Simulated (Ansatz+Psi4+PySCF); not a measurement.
doublet PH₃(+): levels of theory in one basis

```xyz
4

P     0.0087   -0.0044    0.1269
H    -0.0040    1.2088   -0.6272
H     1.0486   -0.6036   -0.6266
H    -1.0331   -0.5930   -0.6246
```

Basis set: cc-pVTZ on H; cc-pV(T+d)Z on P (spherical functions). Left uncorrelated: 5 orbitals. Correlation on ROHF uses semicanonical orbitals with singles. Charge 1, multiplicity 2.

Computed with Ansatz (development build ahead of 0.2.0) and Psi4 1.11; each method stands on the lowest determinant of its kind that the runs found.

| method | E − E(ROHF) (eV) | <S²> of the determinant |
| --- | --- | --- |
| ROHF | 0.00 | 0.75 |
| UHF | -0.06 | 0.76 |
| ROHF-MP2 | -3.68 | – |
| UHF-MP2 | -3.68 | 0.76 |
| ROHF-CCSD | -4.42 | – |
| UHF-CCSD | -4.42 | 0.76 |
| ROHF-CCSD(T) | -4.55 | – |
| UHF-CCSD(T) | -4.55 | 0.76 |
